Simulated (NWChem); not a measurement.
# Correlation energy of HO

```
O
H 1 0.9764
```
Charge 0, spin multiplicity 2.

All runs are NWChem calculations. The geometry was optimised at UPBE0/def2-SVP, a minimum by its harmonic frequencies.

Basis set: cc-pVQZ. Each correlation energy counts from its own Hartree-Fock reference.

The correlated methods keep 1 core orbital frozen. The structure started from a generated list of species. The unpaired electrons of the parent sit in orbitals of symmetry b2 (C2v labels of the run); other states weren't searched. The stability of the SCF solutions was not checked. Open-shell Hartree-Fock references start from PBE0 orbitals. Coupled-cluster values serve here as a point of comparison, not as the truth.

**Question.** One of these methods gave a correlation energy of -217.9 mHa. Which?
A) CCSD[T] on ROHF
B) URI-MP2
C) CCSD on ROHF

**Answer.** B, URI-MP2. The others give -234.7 (CCSD on ROHF), -241.3 (CCSD[T] on ROHF).
